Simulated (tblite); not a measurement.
A geometry optimisation, step by step.

Species: C3H6N (doublet state).
Numbering: `[NH2:1][C:2]1[CH2:3][CH2:4]1` (hydrogens: H5, H6 on N1; H7, H8 on C3; H9, H10 on C4)

Computed with GFN2-xTB (tblite), gas phase: L-BFGS steps from a force-field or distance-geometry start until the largest atomic force falls under 0.01 eV/Å. 10 of its 43 geometries are shown.

Step 0: E = -333.8934 eV, largest atomic force 3.884 eV/Å
```
atom  x, y, z in Å  |  force x, y, z in eV/Å
N1      1.384   -0.742    0.160   -0.836   1.626  -0.567
C2      0.404    0.215   -0.373    3.373  -1.682   0.937
C3     -0.938   -0.194   -0.655   -1.212  -0.172  -1.377
C4     -0.642    0.765    0.456   -0.118   0.130   1.293
H5      2.168   -0.827   -0.466    0.038  -0.346  -0.383
H6      1.764   -0.412    1.039   -0.090   0.076   0.198
H7     -1.216   -1.208   -0.424   -0.220  -0.143  -0.001
H8     -1.355    0.208   -1.572   -0.371  -0.128   0.136
H9     -0.842    1.807    0.327   -0.418   0.340   0.047
H10    -0.718    0.391    1.485   -0.145   0.300  -0.284
```

Step 5: E = -334.1263 eV, largest atomic force 0.297 eV/Å
```
atom  x, y, z in Å  |  force x, y, z in eV/Å
N1      1.429   -0.677    0.157   -0.051   0.026  -0.012
C2      0.456    0.182   -0.340    0.220   0.129  -0.153
C3     -0.928   -0.193   -0.686   -0.132  -0.002  -0.001
C4     -0.616    0.758    0.468   -0.240  -0.026   0.069
H5      2.165   -0.879   -0.502    0.058  -0.168   0.023
H6      1.766   -0.407    1.070    0.247   0.036   0.019
H7     -1.245   -1.202   -0.436   -0.065   0.082  -0.070
H8     -1.399    0.208   -1.578    0.091  -0.030   0.174
H9     -0.871    1.802    0.337   -0.011  -0.057  -0.018
H10    -0.749    0.411    1.489   -0.116   0.010  -0.032
```

Step 9: E = -334.1452 eV, largest atomic force 0.260 eV/Å
```
atom  x, y, z in Å  |  force x, y, z in eV/Å
N1      1.446   -0.654    0.158    0.018   0.006   0.031
C2      0.469    0.199   -0.343   -0.173  -0.074   0.180
C3     -0.925   -0.191   -0.683    0.083  -0.019  -0.020
C4     -0.631    0.750    0.468    0.131   0.059   0.014
H5      2.165   -0.926   -0.499   -0.121  -0.050   0.049
H6      1.812   -0.399    1.067    0.087   0.072  -0.146
H7     -1.264   -1.192   -0.451    0.052  -0.090   0.027
H8     -1.399    0.212   -1.562    0.009   0.115  -0.115
H9     -0.885    1.792    0.335   -0.059   0.054  -0.030
H10    -0.781    0.413    1.488   -0.026  -0.073   0.011
```

Step 14: E = -334.1727 eV, largest atomic force 0.266 eV/Å
```
atom  x, y, z in Å  |  force x, y, z in eV/Å
N1      1.464   -0.639    0.184   -0.028  -0.116   0.146
C2      0.462    0.199   -0.297    0.173   0.061  -0.114
C3     -0.913   -0.189   -0.687    0.016   0.090   0.090
C4     -0.649    0.755    0.485   -0.170  -0.181  -0.094
H5      2.097   -1.038   -0.495   -0.197   0.040  -0.093
H6      1.953   -0.323    1.012   -0.071   0.138  -0.062
H7     -1.260   -1.198   -0.470    0.029   0.154  -0.079
H8     -1.365    0.259   -1.567    0.140  -0.183   0.074
H9     -0.929    1.792    0.324    0.088  -0.116   0.142
H10    -0.849    0.387    1.488    0.019   0.112  -0.010
```

Step 19: E = -334.2034 eV, largest atomic force 0.148 eV/Å
```
atom  x, y, z in Å  |  force x, y, z in eV/Å
N1      1.447   -0.657    0.229    0.008   0.147   0.019
C2      0.470    0.207   -0.266   -0.034  -0.013   0.030
C3     -0.890   -0.183   -0.686    0.003  -0.039  -0.075
C4     -0.673    0.740    0.493    0.079   0.091   0.086
H5      1.992   -1.097   -0.500   -0.001  -0.086   0.021
H6      2.033   -0.234    0.939   -0.002  -0.038  -0.043
H7     -1.242   -1.187   -0.496   -0.005  -0.108  -0.007
H8     -1.304    0.258   -1.578   -0.034   0.001  -0.136
H9     -0.938    1.776    0.351   -0.013   0.108   0.027
H10    -0.884    0.382    1.492   -0.001  -0.064   0.078
```

Step 23: E = -334.2103 eV, largest atomic force 0.091 eV/Å
```
atom  x, y, z in Å  |  force x, y, z in eV/Å
N1      1.453   -0.642    0.243    0.009   0.071   0.028
C2      0.469    0.214   -0.246   -0.024  -0.005  -0.017
C3     -0.880   -0.183   -0.690   -0.029   0.058   0.050
C4     -0.682    0.742    0.505   -0.049  -0.037  -0.067
H5      1.941   -1.147   -0.484    0.007  -0.055   0.011
H6      2.089   -0.199    0.893   -0.016  -0.026  -0.016
H7     -1.239   -1.192   -0.512    0.049   0.040  -0.012
H8     -1.280    0.264   -1.591    0.005  -0.046  -0.002
H9     -0.951    1.780    0.361    0.007   0.003   0.056
H10    -0.912    0.370    1.498    0.039  -0.002  -0.031
```

Step 28: E = -334.2128 eV, largest atomic force 0.065 eV/Å
```
atom  x, y, z in Å  |  force x, y, z in eV/Å
N1      1.454   -0.629    0.248   -0.031   0.011   0.047
C2      0.467    0.222   -0.242    0.043   0.018  -0.046
C3     -0.879   -0.177   -0.691    0.014   0.000  -0.020
C4     -0.692    0.742    0.505    0.020   0.011   0.006
H5      1.910   -1.180   -0.466    0.005  -0.033  -0.027
H6      2.115   -0.183    0.868   -0.010   0.010   0.011
H7     -1.227   -1.190   -0.520    0.002  -0.018   0.022
H8     -1.268    0.257   -1.601   -0.022   0.018  -0.003
H9     -0.956    1.782    0.382   -0.023   0.020  -0.008
H10    -0.915    0.361    1.495    0.002  -0.036   0.018
```

Step 33: E = -334.2138 eV, largest atomic force 0.034 eV/Å
```
atom  x, y, z in Å  |  force x, y, z in eV/Å
N1      1.448   -0.629    0.247    0.018  -0.002  -0.027
C2      0.471    0.229   -0.254   -0.012  -0.001   0.021
C3     -0.877   -0.175   -0.695    0.003   0.001   0.007
C4     -0.686    0.744    0.502    0.003  -0.003   0.000
H5      1.910   -1.184   -0.461   -0.024   0.005   0.024
H6      2.103   -0.185    0.876   -0.009   0.001   0.003
H7     -1.219   -1.188   -0.513    0.008   0.006  -0.014
H8     -1.278    0.255   -1.602   -0.004   0.008   0.015
H9     -0.960    1.784    0.387   -0.002  -0.022  -0.016
H10    -0.903    0.353    1.490    0.020   0.005  -0.014
```

Step 37: E = -334.2141 eV, largest atomic force 0.024 eV/Å
```
atom  x, y, z in Å  |  force x, y, z in eV/Å
N1      1.448   -0.625    0.248   -0.008   0.001   0.013
C2      0.472    0.232   -0.254    0.002   0.001  -0.010
C3     -0.875   -0.174   -0.695    0.001  -0.005  -0.008
C4     -0.686    0.744    0.502   -0.008  -0.006  -0.004
H5      1.900   -1.193   -0.454    0.005  -0.004  -0.002
H6      2.106   -0.180    0.873    0.004  -0.004  -0.001
H7     -1.214   -1.188   -0.516    0.003  -0.011  -0.007
H8     -1.279    0.258   -1.600   -0.003   0.011  -0.001
H9     -0.965    1.782    0.386   -0.005   0.003   0.003
H10    -0.899    0.348    1.489    0.008   0.014   0.018
```

Step 42: E = -334.2142 eV, largest atomic force 0.009 eV/Å
```
atom  x, y, z in Å  |  force x, y, z in eV/Å
N1      1.446   -0.624    0.249    0.001  -0.005  -0.006
C2      0.472    0.234   -0.255    0.001  -0.001   0.004
C3     -0.874   -0.174   -0.696   -0.002   0.003   0.004
C4     -0.686    0.743    0.502    0.005   0.006   0.004
H5      1.897   -1.196   -0.451    0.001  -0.002   0.000
H6      2.107   -0.180    0.872    0.000   0.003   0.003
H7     -1.211   -1.190   -0.520    0.001   0.000  -0.007
H8     -1.280    0.262   -1.599   -0.002  -0.006   0.000
H9     -0.968    1.780    0.385   -0.005   0.000   0.001
H10    -0.894    0.351    1.491    0.001   0.002  -0.003
```

Task: Summarise the path.

Result: The energy falls by 30.96 kJ/mol from step 0 to step 42; nine tenths of that is first reached at step 16. It falls at every step. The largest force goes from 3.884 to 0.009 eV/Å. Among the bonds N1–C2 changes most, from 1.470 to 1.393 Å; the atoms move by 0.231 Å rms after alignment.

The cost below is that of the whole relaxation. Time: 0.11 s of wall time. Hardware: an Arm Neoverse V1 with one thread, no GPU (shared host).
